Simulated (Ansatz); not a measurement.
CH$_{3}$FNP, SMILES `F/C=N/P`. The species carries charge 0 and has multiplicity 1.

Z-matrix (Å, degrees):
```
C
N 1 1.243
F 1 1.328 2 120.5
H 1 1.094 2 129.0 3 180.0
P 2 1.742 1 115.5 3 180.0
H 5 1.420 2 96.1 1 133.9
H 5 1.420 2 96.1 1 -133.5
```

Q: What are the harmonic wavenumbers in cm⁻¹ at PBE0-D4/def2-TZVP (Ansatz, finite differences of forces, unscaled)? (Best estimate.)

A: Ansatz gave: 100, 243, 244, 490, 866, 904, 922, 1008, 1111, 1182, 1366, 1776, 2399, 2402, 3104.

Q: Is this a minimum?

A: Yes, all 15 modes are real.

Q: Give the ideal-gas thermochemistry at 298.15 K and 1 bar (rigid rotor, harmonic oscillator; point group Cs, symmetry number 1).

A: Zero-point energy 108.4 kJ/mol; H(298) − E = 124.1 kJ/mol; entropy 300.5 J/(mol·K), of which translation 163.4, rotation 102.3, vibration 34.9; G(298) − E = 34.5 kJ/mol.

Q: And at 400, 500, 600, 800 and 1000 K?

A: 
```tsv
T (K)	H − E (kJ/mol)	S (J/mol/K)	G − E (kJ/mol)
400	132.1	323.6	2.7
500	141.1	343.7	-30.7
600	151.1	361.9	-66.0
800	173.5	394.0	-141.7
1000	198.2	421.5	-223.3
```
